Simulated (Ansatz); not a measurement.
I need a single point in a Gaussian basis of C5H6O, SMILES C=C=C=CCO. Use the Ansatz DFT code, driven from Python. Level of theory: PBE, def2-SVP basis, multiplicity 1, D3BJ dispersion.

```xyz
12

C     2.8765    0.3625   -0.1071
C     1.6573   -0.0739    0.0314
C     0.4572   -0.5027    0.1676
C    -0.7658   -0.9380    0.3061
C    -1.9290   -0.1336   -0.1854
O    -2.0445    1.0575    0.5454
H     3.0557    1.4073   -0.3209
H     3.7096   -0.3199   -0.0085
H    -0.9335   -1.9126    0.7457
H    -2.8586   -0.7241   -0.0455
H    -1.8215    0.0756   -1.2746
H    -1.4032    1.7018    0.1458
```

The script, `c5h6o_energy.py`:
```python
"""Electronic structure of the C5H6O molecule."""

import ansatz as az


def main() -> None:
    geometry_ang = [
        ("C", (2.8765, 0.3625, -0.1071)),
        ("C", (1.6573, -0.0739, 0.0314)),
        ("C", (0.4572, -0.5027, 0.1676)),
        ("C", (-0.7658, -0.938, 0.3061)),
        ("C", (-1.929, -0.1336, -0.1854)),
        ("O", (-2.0445, 1.0575, 0.5454)),
        ("H", (3.0557, 1.4073, -0.3209)),
        ("H", (3.7096, -0.3199, -0.0085)),
        ("H", (-0.9335, -1.9126, 0.7457)),
        ("H", (-2.8586, -0.7241, -0.0455)),
        ("H", (-1.8215, 0.0756, -1.2746)),
        ("H", (-1.4032, 1.7018, 0.1458)),
    ]
    c5h6o = az.Crystal.molecule()
    for symbol, xyz in geometry_ang:
        c5h6o = c5h6o.atom(symbol, xyz)

    model = (
        c5h6o.calculation()
        .basis(gaussian="def2-SVP")
        .functional("pbe", dispersion="d3bj")
    )
    outcome = model.run(threads=1)
    r = outcome.report

    print(f"E = {r['free_energy_ev']:.6f} eV = {r['free_energy_ev'] / 27.211386246:.7f} Ha")
    print("converged:", r["converged"], " doubts:", r["published_state_doubts"] or "none")


if __name__ == "__main__":
    main()
```

Running `python c5h6o_energy.py` prints:
```text
E = -7312.299889 eV = -268.7220644 Ha
converged: True  doubts: none
```

Reading the output:
- Total energies depend on the basis set; only differences at equal settings carry meaning.
- The geometry is a force-field or estimated start, not a minimum of this method, and the basis set is short of its limit.
- It ran for 1.8 s on 1 thread of Intel(R) Xeon(R) 6975P-C (Granite Rapids), on a shared host, peak memory 0.2 GiB.

(Lines on the test bed's own set-up are left out of the output.)
